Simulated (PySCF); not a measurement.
Two-photon absorption: `[O-]c1cncs1`, [C₃H₂NOS]-, charge -1

Molfile (atoms numbered from 1):
```
C3H2NOS
     RDKit          3D

  8  8  0  0  0  0  0  0  0  0999 V2000
    2.5330   -0.5264    0.0843 O   0  0  0  0  0  0  0  0  0  0  0  0
    1.3259   -0.2964    0.0136 C   0  0  0  0  0  0  0  0  0  0  0  0
    0.5610    0.8658   -0.1617 C   0  0  0  0  0  0  0  0  0  0  0  0
   -0.7946    0.7664   -0.1952 N   0  0  0  0  0  0  0  0  0  0  0  0
   -1.2107   -0.4534   -0.0528 C   0  0  0  0  0  0  0  0  0  0  0  0
    0.0421   -1.6352    0.1419 S   0  0  0  0  0  0  0  0  0  0  0  0
    1.0345    1.8345   -0.2698 H   0  0  0  0  0  0  0  0  0  0  0  0
   -2.2589   -0.7287   -0.0532 H   0  0  0  0  0  0  0  0  0  0  0  0
  1  2  1  0
  2  3  2  0
  3  4  1  0
  4  5  2  0
  5  6  1  0
  6  2  1  0
  3  7  1  0
  5  8  1  0
M  CHG  1   1  -1
M  END
```

The calculation used TDDFT CAM-B3LYP/aug-cc-pVTZ excited states, vertical, gas phase (PySCF 2.14.0). Geometry: PBE0-D3(BJ)/def2-TZVP.

For a gas-phase anion, states above the detachment energy (about 1.7 eV, taken as minus the energy of the highest occupied orbital) lie in the continuum and depend on the basis.

(1) How strongly do the lowest singlets absorb one photon, and two photons of half the energy?

Results:

(1) δ for parallel linear polarisation; σ at the peak of a Lorentzian of half width 0.1 eV, single beam; Ω is circular over linear.
```
state  E (eV)      f  photon λ (nm)  δ (au)  σ (GM)     Ω                                main
   S1    2.93  0.000            847     350    1.10  1.50    HOMO→LUMO 0.73, HOMO→LUMO+1 0.21
   S2    3.17  0.007            781     187    0.69  1.50    HOMO→LUMO+1 0.73, HOMO→LUMO 0.22
   S3    3.79  0.001            654    74.6    0.39  1.50  HOMO→LUMO+2 0.72, HOMO→LUMO+3 0.21
   S4    3.95  0.001            628    45.4    0.26  1.50  HOMO→LUMO+3 0.37, HOMO→LUMO+5 0.24
   S5    4.08  0.071            608     277    1.69  1.44  HOMO→LUMO+4 0.82, HOMO→LUMO+6 0.10
   S6    4.24  0.037            585     220    1.45  0.59  HOMO→LUMO+6 0.71, HOMO→LUMO+4 0.13
```

Among these, the strongest one-photon state is S5, the strongest two-photon state S5.
